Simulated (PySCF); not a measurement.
Species: C₄H₆O.
SMILES with atom numbers: `[OH:1][CH2:2][CH:3]1[CH:4]=[CH:5]1` (hydrogens: H6 on O1; H7, H8 on C2; H9 on C3; H10 on C4; H11 on C5)

Structure used (PBE0-D3(BJ)/def2-SVP), in Å, numbered top down from 1:
```xyz
11
C4H6O angstrom
O     -1.9124    0.6975   -0.5950
C     -1.1099   -0.3111   -0.0384
C      0.3424   -0.1856   -0.4398
C      1.3156    0.6326    0.3682
C      1.4569   -0.6547    0.4479
H     -1.5256    1.5426   -0.3424
H     -1.1743   -0.3375    1.0698
H     -1.5201   -1.2659   -0.4074
H      0.4778   -0.2297   -1.5348
H      1.6541    1.6295    0.6401
H      1.9954   -1.5175    0.8318
```

The closed-shell ground state was solved at several levels (PySCF, density fitting, gas phase, non-relativistic).

```tsv
level	basis functions	total energy (Eh)	HOMO (eV)	LUMO (eV)	gap (eV)	dipole (D)
PBE0/pcSseg-1	115	-230.8551	-7.19	-0.19	7.00	2.20
CAM-B3LYP/def2-SVPD	151	-230.8801	-8.67	0.76	9.43	2.33
B3LYP/pcJ-1	195	-231.1630	-6.95	-0.43	6.52	2.21
```

(1) What might CAM-B3LYP/pcSseg-2 (264 basis functions) give for the same quantities?

(2) Over all these levels, which gives the widest orbital gap and which the narrowest?

(3) How far do the dipole and the HOMO energy spread over the levels?

Answers

(1) Total energy -231.1295 Eh, HOMO -8.62 eV, LUMO 0.72 eV, gap 9.34 eV, dipole 2.26 D.

(2) CAM-B3LYP/def2-SVPD (range-separated hybrid) has the widest, 9.43 eV, and B3LYP/pcJ-1 (global hybrid, 20 % exact exchange) the narrowest, 6.52 eV. Functional and basis both differ between the two, so the spread mixes both effects.

(3) The dipole runs from 2.20 to 2.33 D (mean 2.25 D) and the HOMO from -8.67 to -6.95 eV.

One conformer stands for the species.
